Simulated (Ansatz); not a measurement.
## CCSD(T) against full CI for several species

Each species is computed at the geometry given (Å), with frozen cores, in Ansatz 0.2.0: RHF-CCSD(T) for singlets, UHF-CCSD(T) otherwise, and full CI in the same basis. The program picks the determinant by trial CCSD, so it needn't be the lowest Hartree–Fock solution. States: AlH4 A, SiH⁺ Π, HB–AlH Π. Cases whose determinant has another symmetry than full CI's state, or whose (Q) step broke down, weren't drawn.

Judging by size, spin and bonding and the diagnostics given, rank them by the size of CCSD(T)'s error in total energy against full CI in the same basis, smallest first (an estimate).
A. AlH$_{4}$, doublet, 6-31G: Al -0.060 0.000 -0.133; H 0.449 0.002 1.986; H -0.317 -0.009 1.956; H 0.733 1.383 -0.189; H 0.738 -1.380 -0.199. T1 0.011, (T) -18 meV in a correlation energy of -1.94 eV
B. SiH⁺, triplet, cc-pVQZ: Si 0.000 0.000 0.000; H 0.000 0.000 2.108. T1 0.028, (T) -52 meV in a correlation energy of -1.89 eV
C. HB–AlH, triplet, 6-31G: B 0.000 0.000 2.083; Al 0.000 0.000 -1.699; H 0.000 0.000 4.426; H 0.000 0.000 -4.810. T1 0.105, (T) -58 meV in a correlation energy of -2.66 eV

A (9.2 meV), B (17.0 meV), C (46.5 meV).

| species | basis | correlated electrons | CCSD(T) − full CI (meV) | CCSDT(Q) − full CI (meV) | unpaired electrons (full CI) | T1 | ⟨S²⟩ of the determinant |
| --- | --- | --- | --- | --- | --- | --- | --- |
| AlH4, doublet | 6-31G | 7 | 9.2 | 0.0 | 1.02 | 0.011 | 0.75 |
| SiH⁺, triplet | cc-pVQZ | 4 | 17.0 | -0.8 | 2.05 | 0.028 | 2.04 |
| HB–AlH, triplet | 6-31G | 8 | 46.5 | 4.2 | 2.61 | 0.105 | 2.77 |

Unpaired electrons are Σ n²(2−n)² over natural occupations; an open shell counts its own unpaired electrons too. Frozen cores follow each run's orbitals, which moves totals by a few meV.
